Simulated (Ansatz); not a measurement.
Ideal-gas functions of CH$_{3}$O− (`C[O-]`) at 500 K and 1 bar, from an Ansatz frequency run at PBE0-D4/def2-TZVPD.

Molar mass 31.03 g/mol, point group C3v (symmetry number 3), electronic degeneracy 1, moments of inertia 3.173, 17.972, 17.972 u Å². Harmonic wavenumbers (cm⁻¹, unscaled): 1169, 1169, 1190, 1431, 1431, 1455, 2500, 2500, 2617.

Use S(trans) = R[1.5 ln M + 2.5 ln T − 1.1517]; rotational temperatures θ = 24.2544 K / I; S(rot) = R[ln(√π/σ · √(T³/θAθBθC)) + 1.5]; for each mode x = 1.438777 ν̃/T, S = R[x/(eˣ − 1) − ln(1 − e⁻ˣ)] and H = RT x/(eˣ − 1); 1 cm⁻¹ = 0.0119627 kJ/mol; R = 8.31446 J/(mol·K).

**Question.** By hand: the entropy, in J/(mol·K).

**Answer.** Translation 162.4. Rotation: θ = 7.644, 1.3496, 1.3496 K, giving 74.7. Vibration, mode by mode: 1.30, 1.30, 1.23, 0.70, 0.70, 0.66, 0.05, 0.05, 0.04, in all 6.0. Electronic 0.0. Sum 243.1 J/(mol·K).

**Question.** By hand: H − E and G − E in kJ/mol, counted from the electronic energy.

**Answer.** Zero-point energy ½ × 15462 × 0.0119627 = 92.5; thermal vibration 2.4; translation, rotation and pV give 4 RT = 16.6. H − E = 111.5 kJ/mol, and G − E = 111.5 − 500 × 243.1/1000 = -10.1 kJ/mol.

Vibration gives 2 % of the entropy; all modes have x over 3 and are hardly excited.
